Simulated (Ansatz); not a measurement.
# C4H5F: the cost of one run

All numbers are computed with Ansatz 0.2.0 through its Python package. The levels of theory stand in the script.

### Step 1. The system

Bond lengths: C1–C2 1.472 Å, C2–C3 1.410 Å, C2–C4 1.479 Å, C3–C4 1.271 Å, C4–F5 1.358 Å, C1–H6 1.155 Å, C1–H7 1.108 Å, C1–H8 1.030 Å, C2–H9 1.117 Å, C3–H10 1.072 Å. Angles (14 of 18 angles, heavy atoms first): C1–C2–C3 119.7°, C1–C2–C4 123.8°, C3–C2–C4 52.2°, C2–C3–C4 66.7°, C2–C4–C3 61.1°, C2–C4–F5 124.2°, C3–C4–F5 120.4°, C1–C2–H9 114.9°, C3–C2–H9 116.9°, C4–C2–H9 115.2°, C2–C1–H6 107.0°, C2–C1–H7 112.0°, C2–C1–H8 112.8°, C2–C3–H10 136.4°.

The script holds or builds the structure itself.

### Step 2. The code

Input file c4h5f.py:

```python
from pathlib import Path

import ansatz as az
from ase import Atoms
import numpy as np

config = {
    "basis_set": "def2-SVP",
}

atoms = Atoms(["C", "C", "C", "C", "F", "H", "H", "H", "H", "H"], positions=[
    [-0.7733, -0.8175, -0.2821],
    [0.002, -0.0049, 0.6695],
    [1.3322, 0.3492, 0.3637],
    [0.5347, 1.3393, 0.3596],
    [0.2818, 2.0126, -0.7921],
    [-1.8812, -0.5133, -0.1618],
    [-0.5319, -0.5686, -1.3348],
    [-0.6623, -1.8297, -0.1255],
    [-0.238, -0.1849, 1.7457],
    [2.0191, 0.1666, -0.4394],
])
geometry = az.Crystal.molecule_from_ase(atoms)

setup = geometry.calculation().basis(gaussian=config["basis_set"])

print("functional    E (Ha)        dipole (D)   HOMO (eV)  LUMO (eV)")
for name in ["b3lyp", "r2scan", "revpbe", "r2scan0", "pbe0"]:
    summary = setup.functional(name).forces().orbitals().run(threads=1, runs_dir="runs").report
    lines = Path(summary["orbitals_path"]).read_text().splitlines()
    field_of = lambda key: [line.split("=")[1].strip() for line in lines if line.startswith(key)]
    orbitals = [(27.211386 * float(e), s, float(n)) for e, s, n in zip(field_of("Ene="), field_of("Spin="), field_of("Occup="))]
    homo = max(e for e, _, n in orbitals if n > 0.5)
    lumo = min(e for e, _, n in orbitals if n < 0.5)
    dipole = 4.803205 * np.linalg.norm(summary["charge_distribution"]["dipole_moment_e_ang"])
    print(f"{name:10s} {summary['free_energy_ev'] / 27.211386246:14.6f} {dipole:9.3f} {homo:11.3f} {lumo:10.3f}")
```

### Step 3. The input behind the calls

The package turns the script's settings into the engine's input (first run):

```yaml
crystal:
  periodic: [false, false, false]
  atoms:
    - { symbol: C, position_ang: [-0.7733, -0.8175, -0.2821] }
    - { symbol: C, position_ang: [0.002, -0.0049, 0.6695] }
    - { symbol: C, position_ang: [1.3322, 0.3492, 0.3637] }
    - { symbol: C, position_ang: [0.5347, 1.3393, 0.3596] }
    - { symbol: F, position_ang: [0.2818, 2.0126, -0.7921] }
    - { symbol: H, position_ang: [-1.8812, -0.5133, -0.1618] }
    - { symbol: H, position_ang: [-0.5319, -0.5686, -1.3348] }
    - { symbol: H, position_ang: [-0.6623, -1.8297, -0.1255] }
    - { symbol: H, position_ang: [-0.238, -0.1849, 1.7457] }
    - { symbol: H, position_ang: [2.0191, 0.1666, -0.4394] }
basis:
  gaussian:
    orbitals: def2-SVP
hamiltonian:
  xc: b3lyp
output:
  orbitals: {}
  forces: true
```

### Step 4. The run

The run is started by

```sh
> python c4h5f.py
```

Q: Estimate wall time and peak memory on 1 thread of Arm Neoverse V1, shared host.

About 25 s, with a peak of 0.27 GiB.
